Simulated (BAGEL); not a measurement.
# C3H4FN (SMILES N=C/C=C/F): HF/STO-3G (density fitting with qzvpp-jkfit)

Aim: the vertical ionisation energy of C3H4FN at HF/STO-3G (density fitting with qzvpp-jkfit), from 2 runs. 

The results are computed with BAGEL 1.2.2.

### 1 The molecule

The species is C3H4FN (9 atoms), meant as a singlet with charge 0. SMILES: `N=C/C=C/F`. Geometry: relaxed at GFN2-xTB. This is one conformer, not always the lowest.

Bond lengths: N1–C2 1.258 Å, C2–C3 1.463 Å, C3–C4 1.328 Å, C4–F5 1.335 Å, N1–H6 1.018 Å, C2–H7 1.087 Å, C3–H8 1.080 Å, C4–H9 1.082 Å. Angles: N1–C2–C3 129.5°, C2–C3–C4 123.8°, C3–C4–F5 121.9°, N1–C2–H7 115.6°, C3–C2–H7 114.8°, C2–N1–H6 115.7°, C2–C3–H8 117.1°, C4–C3–H8 119.1°, C3–C4–H9 126.6°, F5–C4–H9 111.5°.

### 2 A single-point energy at HF/STO-3G (density fitting with qzvpp-jkfit)

input.json

```json
{ "bagel": [

{
  "title": "molecule",
  "basis": "sto-3g",
  "df_basis": "qzvpp-jkfit",
  "angstrom": true,
  "geometry": [
    { "atom": "N", "xyz": [       0.832070,       1.271940,      -1.110820 ] },
    { "atom": "C", "xyz": [       0.999220,       0.119140,      -0.634830 ] },
    { "atom": "C", "xyz": [       0.135650,      -0.654420,       0.257200 ] },
    { "atom": "C", "xyz": [      -1.039780,      -0.226390,       0.701810 ] },
    { "atom": "F", "xyz": [      -1.797530,      -0.965290,       1.515470 ] },
    { "atom": "H", "xyz": [      -0.029000,       1.742420,      -0.838500 ] },
    { "atom": "H", "xyz": [       1.919450,      -0.380220,      -0.925430 ] },
    { "atom": "H", "xyz": [       0.489050,      -1.628780,       0.561490 ] },
    { "atom": "H", "xyz": [      -1.509120,       0.721600,       0.473610 ] }
  ]
},

{
  "title": "hf"
},

{
  "title": "print",
  "file": "orbitals.molden",
  "orbitals": true
}

]}
```

On the command line:

```console
$ BAGEL_NUM_THREADS=1 BAGEL input.json > input.out
```

The log of the run:

```text
* using 1 threads per process

  ===============================================================
  ===============================================================

  *** Geometry ***

  { "atom" : "N", "xyz" : [      1.572384,      2.403618,     -2.099146 ] },
  { "atom" : "C", "xyz" : [      1.888252,      0.225142,     -1.199655 ] },
  { "atom" : "C", "xyz" : [      0.256341,     -1.236675,      0.486038 ] },
  { "atom" : "C", "xyz" : [     -1.964899,     -0.427815,      1.326229 ] },
  { "atom" : "F", "xyz" : [     -3.396839,     -1.824134,      2.863823 ] },
  { "atom" : "H", "xyz" : [     -0.054802,      3.292697,     -1.584535 ] },
  { "atom" : "H", "xyz" : [      3.627235,     -0.718512,     -1.748809 ] },
  { "atom" : "H", "xyz" : [      0.924171,     -3.077948,      1.061062 ] },
  { "atom" : "H", "xyz" : [     -2.851823,      1.363626,      0.894993 ] },

  Number of auxiliary basis functions:      451

  Since a DF basis is specified, we compute 2- and 3-index integrals:
    o Being stored without compression. Storage requirement is 0.003 GB

  Number of basis functions:       29
  Number of electrons      :       38

    * METHOD: MOLECULE                             0.85

  *** RHF ***

  === Nuclear Repulsion ===
   154.5846273322

      * DIIS with orbital gradients will be used.

  === RHF iteration (sto-3g) ===
      0       -266.08902542          0.02172177           0.07
      1       -266.19609219          0.01059170           0.08
      2       -266.22134161          0.00193058           0.03
      3       -266.22309516          0.00082084           0.05
      4       -266.22340522          0.00026483           0.04
      5       -266.22344955          0.00007535           0.10
      6       -266.22345250          0.00002552           0.08
      7       -266.22345285          0.00000691           0.07
      8       -266.22345288          0.00000156           0.06
      9       -266.22345288          0.00000046           0.14
     10       -266.22345288          0.00000017           0.07
     11       -266.22345288          0.00000005           0.09
     12       -266.22345288          0.00000002           0.12
     13       -266.22345288          0.00000001           0.11
    * SCF iteration converged.

    * Permanent dipole moment:
           (    0.388928,     0.209125,    -0.328614) a.u.

    * METHOD: HF                                   1.55

    * METHOD: PRINT                                0.00

  ===============================================================
```

Run time: 3.3 s. Hardware: 1 thread of Intel Xeon at 2.50GHz (Skylake/Cascade Lake), shared host.

### 3 The doublet cation at the same level

input.json

```json
{ "bagel": [

{
  "title": "molecule",
  "basis": "sto-3g",
  "df_basis": "qzvpp-jkfit",
  "angstrom": true,
  "geometry": [
    { "atom": "N", "xyz": [    0.832070,    1.271940,   -1.110820 ] },
    { "atom": "C", "xyz": [    0.999220,    0.119140,   -0.634830 ] },
    { "atom": "C", "xyz": [    0.135650,   -0.654420,    0.257200 ] },
    { "atom": "C", "xyz": [   -1.039780,   -0.226390,    0.701810 ] },
    { "atom": "F", "xyz": [   -1.797530,   -0.965290,    1.515470 ] },
    { "atom": "H", "xyz": [   -0.029000,    1.742420,   -0.838500 ] },
    { "atom": "H", "xyz": [    1.919450,   -0.380220,   -0.925430 ] },
    { "atom": "H", "xyz": [    0.489050,   -1.628780,    0.561490 ] },
    { "atom": "H", "xyz": [   -1.509120,    0.721600,    0.473610 ] }
  ]
},
{ "title": "uhf", "charge": 1, "nopen": 1 },
{ "title": "print", "file": "orbitals.molden", "orbitals": true }

]}
```

On the command line:

```console
$ BAGEL_NUM_THREADS=1 BAGEL input.json > input.out
```

The log of the run:

```text
* using 1 threads per process

  ===============================================================
  ===============================================================

  *** Geometry ***

  { "atom" : "N", "xyz" : [      1.572384,      2.403618,     -2.099146 ] },
  { "atom" : "C", "xyz" : [      1.888252,      0.225142,     -1.199655 ] },
  { "atom" : "C", "xyz" : [      0.256341,     -1.236675,      0.486038 ] },
  { "atom" : "C", "xyz" : [     -1.964899,     -0.427815,      1.326229 ] },
  { "atom" : "F", "xyz" : [     -3.396839,     -1.824134,      2.863823 ] },
  { "atom" : "H", "xyz" : [     -0.054802,      3.292697,     -1.584535 ] },
  { "atom" : "H", "xyz" : [      3.627235,     -0.718512,     -1.748809 ] },
  { "atom" : "H", "xyz" : [      0.924171,     -3.077948,      1.061062 ] },
  { "atom" : "H", "xyz" : [     -2.851823,      1.363626,      0.894993 ] },

  Number of auxiliary basis functions:      451

  Since a DF basis is specified, we compute 2- and 3-index integrals:
    o Being stored without compression. Storage requirement is 0.003 GB

  Number of basis functions:       29
  Number of electrons      :       38

    * METHOD: MOLECULE                             0.83

  *** Open-shell HF ***

  === Nuclear Repulsion ===
   154.5846273322

      * DIIS with orbital gradients will be used.

  === UHF iteration (sto-3g) ===
      0       -265.75502841          0.05212292           0.10
      1       -265.90076382          0.02953892           0.15
      2       -265.94212849          0.01567628           0.13
      3       -265.95762045          0.00178536           0.10
      4       -265.96025035          0.00104797           0.12
      5       -265.96207162          0.00074663           0.18
      6       -265.96398858          0.00062637           0.12
      7       -265.96572589          0.00035041           0.11
      8       -265.96617375          0.00008196           0.12
      9       -265.96618027          0.00004646           0.15
     10       -265.96618164          0.00002592           0.14
     11       -265.96618278          0.00001575           0.20
     12       -265.96618302          0.00000640           0.14
     13       -265.96618307          0.00000280           0.10
     14       -265.96618308          0.00000190           0.14
     15       -265.96618309          0.00000108           0.25
     16       -265.96618309          0.00000051           0.23
     17       -265.96618309          0.00000036           0.16
     18       -265.96618309          0.00000025           0.16
     19       -265.96618309          0.00000020           0.13
     20       -265.96618309          0.00000016           0.12
     21       -265.96618309          0.00000015           0.09
     22       -265.96618309          0.00000011           0.09
     23       -265.96618309          0.00000008           0.11
     24       -265.96618309          0.00000006           0.16
     25       -265.96618309          0.00000004           0.11
     26       -265.96618309          0.00000002           0.12
     27       -265.96618309          0.00000001           0.17
     28       -265.96618309          0.00000001           0.13
    * SCF iteration converged.

    * S^2 (UHF) is 0.9680

    * Permanent dipole moment:
           (    0.484796,     0.286309,    -0.419482) a.u.

    * METHOD: UHF                                  4.29

    * METHOD: PRINT                                0.00

  ===============================================================
```

It took 6 s on 1 thread of Intel Xeon at 2.50GHz (Skylake/Cascade Lake), shared host.

### 4 Results

Level: HF/STO-3G (density fitting with qzvpp-jkfit).

```
                                          quantity          value
                      singlet C3H4FN: total energy  -266.22345 Eh
                     singlet C3H4FN: dipole moment         1.40 D
                       singlet C3H4FN: HOMO energy       -8.03 eV
                       singlet C3H4FN: LUMO energy        6.07 eV
                     singlet C3H4FN: HOMO–LUMO gap       14.10 eV
                      doublet cation: total energy  -265.96618 Eh
                              doublet cation: ⟨S²⟩          0.968
vertical ionisation energy (to the doublet cation)       7.001 eV
```

In words: The vertical ionisation energy comes to 7.00 eV (675 kJ/mol). The negative HOMO energy of the first species, 8.03 eV, lies 1.03 eV above that difference. In a minimal basis such a difference can be off by several eV, whatever the method. ⟨S²⟩ (doublet cation) is 0.97 where a pure doublet has 0.75: the reference is spin-contaminated.
